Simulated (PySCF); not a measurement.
Stepwise substitution at one centre (Si Cl-Br). Gas-phase values, no solvent. Strings in code marks are SMILES. All members: neutral, multiplicity 1. Level: B3LYP-D3(BJ)/def2-TZVP (PySCF). B3LYP has the VWN-RPA correlation part, as in Gaussian. Delta-SCF ions had no search for a lower state.  The removal energy is E(N − 1 electrons) − E(N electrons) at the parent's geometry; ε(HOMO) is measured against the vacuum level.

```
species             −ε(HOMO) (eV)  vertical ionisation energy (Delta-SCF) (eV)
------------------  -------------  -------------------------------------------
`Br[Si](Br)(Br)Br`           8.42                                        10.34
`Cl[Si](Br)(Br)Br`           8.43                                        10.45
`Cl[Si](Cl)(Br)Br`           8.54                                        10.67
`Cl[Si](Cl)(Cl)Br`           8.77                                     withheld
`Cl[Si](Cl)(Cl)Cl`           9.25                                        11.35
```

Fit vertical ionisation energy (Delta-SCF) = a + b·x to the 4 complete rows by least squares, with x = −ε(HOMO) in eV. Give a, b and the rms residual, and predict the withheld value.

Means of the 4 rows: x̄ = 8.66, ȳ = 10.703 eV. Σ(x − x̄)² = 0.473 and Σ(x − x̄)(y − ȳ) = 0.531, so b = 1.123 and a = ȳ − b·x̄ = 0.978 eV. The rms residual is 0.070 eV. At x = 8.77 the line gives 10.83 eV. The run for `Cl[Si](Cl)(Cl)Br` gave 10.98 eV, so the line is off by 0.15 eV, more than twice the rms residual.

Codes: PySCF.
